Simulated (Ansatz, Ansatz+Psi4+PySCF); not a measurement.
```xyz
8

B     0.0483   -0.0074    0.8701
B    -0.0363   -0.0218   -0.8543
H     1.0037   -0.0365   -0.0325
H    -0.9939    0.0237   -0.0440
H    -0.0340    1.0579    1.5028
H    -0.0394   -1.0271    1.4480
H    -0.0403    1.0804   -1.4601
H    -0.0103   -1.0986   -1.4802
```

Basis set: cc-pVTZ (spherical functions). Correlated methods keep 2 orbitals frozen. Charge 0, multiplicity 1.

Computed with Ansatz (development build ahead of 0.2.0); each method stands on the lowest determinant of its kind that the runs found. Restricted open shells among the atoms or ions are ROHF, correlated in semicanonical orbitals with singles.

(1) Give the atomization energy at this shape (free ground-state atoms in the same class of orbitals less the molecule, no zero-point energy) of singlet B₂H₆ by RHF-MP2, RHF.

## Answers

(1)

```csv
method,atomization energy
RHF-MP2,588.24 kcal/mol
RHF,483.77 kcal/mol
```

Caution: the shape is not the minimum.
